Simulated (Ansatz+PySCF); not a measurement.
The numbers below are computed, except where a source is named.
## PySCF 2.14.0 run

```python
from pyscf import gto, scf, mp

mol = gto.M(atom="""
O 0.000000 -0.315680 -1.760930
H 0.000000 -0.397270 -0.846370
Cl 0.000000 0.138370 0.983450
H 0.000000 0.570410 -1.784860
""", basis='def2-svp', charge=-1, spin=0)
mf = scf.UHF(mol)
mf.kernel()
pt = mp.MP2(mf, frozen=6).run()
print(mf.e_tot, pt.e_corr, pt.e_tot)
```

The script is written out from the run's settings.

Results

```
Converged          : yes
Reference energy   : -535.34922 hartree
Correlation energy : -0.33477 hartree
Total energy       : -535.68399 hartree
```

Caution: no diffuse functions for an anion.
